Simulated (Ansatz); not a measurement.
W (model structure, started from the omega type, P6/mmm, No. 191, 3 atoms in the cell): properties by level of theory

| level (code) | lattice parameter a (Å) | c axis length (Å) |
|---|---|---|
| PBE (Ansatz) | 4.690 | 2.607 |
| PBEsol (Ansatz) | 4.645 | 2.581 |
| PBE-D3(BJ) (Ansatz) | 4.650 | 2.589 |

Ansatz's density-functional and Hartree–Fock values are scalar-relativistic unless marked +SOC, with PAW data made under PBE.

Computed values are for the static lattice.

A model structure was made by putting elements into a prototype or built by hand; it is no filed structure, need not be a known phase, and can be a saddle point held by its symmetry.

Ansatz is a quantum-chemistry and plane-wave program.
